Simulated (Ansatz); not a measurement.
Mulliken charges of HNO$_{2}$ (`O=NO`) from ωB97M-V/def2-TZVPP in Ansatz (PBE0-D4/def2-TZVP geometry).

| atom | x (Å) | y (Å) | z (Å) | charge (e) |
| --- | --- | --- | --- | --- |
| O1 | -1.234 | 0.708 | -0.463 | -0.170 |
| N2 | -0.389 | -0.088 | -0.511 | 0.141 |
| O3 | 0.491 | 0.043 | 0.566 | -0.161 |
| H4 | 1.133 | -0.663 | 0.409 | 0.190 |

**Question.** By hand: the dipole of these point charges (1 e Å = 4.8032 D).

**Answer.** Σ q r = (0.291, -0.266, -0.007) e Å, of length 0.394 e Å = 1.89 D.

**Question.** How does the dipole of the full density compare? (Estimate.)

**Answer.** Computed: (0.335, -0.298, 0.002) e Å, 2.15 D; the point charges give 0.88 times that, at 1° from its direction.

Point charges leave out the atoms' own dipoles, such as those of lone pairs, and Mulliken's split depends on the basis, so the close match here is no proof of good charges.
